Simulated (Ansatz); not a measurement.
Gas-phase electronic energies from Ansatz, PBE0-D4/def2-TZVP geometries. CCSD(T)/CBS is the MP2 limit (def2-TZVPP, def2-QZVPP) plus CCSD(T) − MP2 in def2-TZVPP, frozen cores. This one scheme is used for every species. Functionals use def2-TZVPP. HSE06 is defined as in plane-wave codes. Each species was taken in one conformer, which may not be the lowest.

Consider the cleavage of the P–B bond: `CBP` + CH₃NH₂ → `CNP` + `BC`.

```
             level  ΔE (kcal/mol)
        r2SCANh-D4           14.7
        r2SCAN0-D4           14.2
            B2PLYP           12.5
            r2SCAN           15.1
             HSE06           14.8
             BHLYP           11.2
    MP2/def2-TZVPP           12.7
CCSD(T)/def2-TZVPP           13.4
```

(1) What does CCSD(T)/CBS give? (Estimate.)

Largest T1 diagnostic among the species: 0.015.

## Answers

(1) Ansatz gave: +13.3 kcal/mol. The listed levels differ from it by 1.4, 0.9, -0.8, 1.8, 1.5, -2.1, -0.6, 0.1 kcal/mol.

At CCSD(T), def2-SVP lies +2.0 kcal/mol from the extrapolated value and def2-TZVPP +0.0 kcal/mol. Leaving LDA and LC-ωPBE aside and taking each functional with its dispersion term where it has one, the values, not all of them listed here, spread over 4.6 kcal/mol, from BHLYP-D4 to PBE-D4. From PBE to PBE0 (25 % exact exchange), in def2-TZVPP and without D4, ΔE moves by −1.1 kcal/mol.
